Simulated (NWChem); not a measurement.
DMSO (C₂H₆OS); SMILES CS(C)=O

```xyz
10

C      0.8218     1.3551     0.1920
S     -0.2088     0.0005    -0.4430
C      0.8151    -1.3591     0.1922
O     -1.4602     0.0036     0.3854
H      0.2846     2.2830    -0.0466
H      1.8095     1.3562    -0.2913
H      0.9046     1.2477     1.2834
H      0.8984    -1.2520     1.2835
H      0.2735    -2.2844    -0.0464
H      1.8029    -1.3651    -0.2911
```
Atoms are numbered in this order, from 1.

All runs: NWChem. Pople sets run with spherical d functions. STO-3G and 3-21G are far too small for this property and stand as cheap habits. The geometry was optimised at PBE0/def2-SVP. Field at 589 nm.

| level | isotropic polarisability (bohr³) | anisotropy (bohr³) | relative time |
|---|---|---|---|
| B3LYP/STO-3G | 23.4 | 13.8 | 1 |
| B3LYP/6-31G* | 43.2 | 12.6 | 4 |
| B3LYP/def2-SVP | 44.7 | 15.1 | 4 |
| B3LYP/def2-SVPD | 55.3 | 11.8 | 10 |
| B3LYP/aug-cc-pVDZ | 56.8 | 12.5 | 30 |

Relative times are rough (shared machine, one core).
